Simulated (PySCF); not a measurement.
Ligands exchanged one at a time, Si H-Cl. Gas-phase values, no solvent. Strings in code marks are SMILES.

Calculation: PBE-D3(BJ)/def2-TZVP // r2SCAN-D4/def2-TZVP (PySCF 2.14.0). 

| species | S1 oscillator strength | HOMO (eV) |
|---|---|---|
| 0 of 4 H replaced by Cl (`[SiH4]`) | – | -8.51 |
| 1 of 4 H replaced by Cl (`[SiH3]Cl`) | (withheld) | (withheld) |
| 2 of 4 H replaced by Cl (`Cl[SiH2]Cl`) | 0.008 | -7.73 |
| 3 of 4 H replaced by Cl (`Cl[SiH](Cl)Cl`) | 0.000 | -7.97 |
| 4 of 4 H replaced by Cl (`Cl[Si](Cl)(Cl)Cl`) | 0.000 | -8.10 |

### Question
Complete the blanks.

### Answer

- 1 of 4 H replaced by Cl (`[SiH3]Cl`), S1 oscillator strength: 0.008
- 1 of 4 H replaced by Cl (`[SiH3]Cl`), HOMO (eV): -7.65
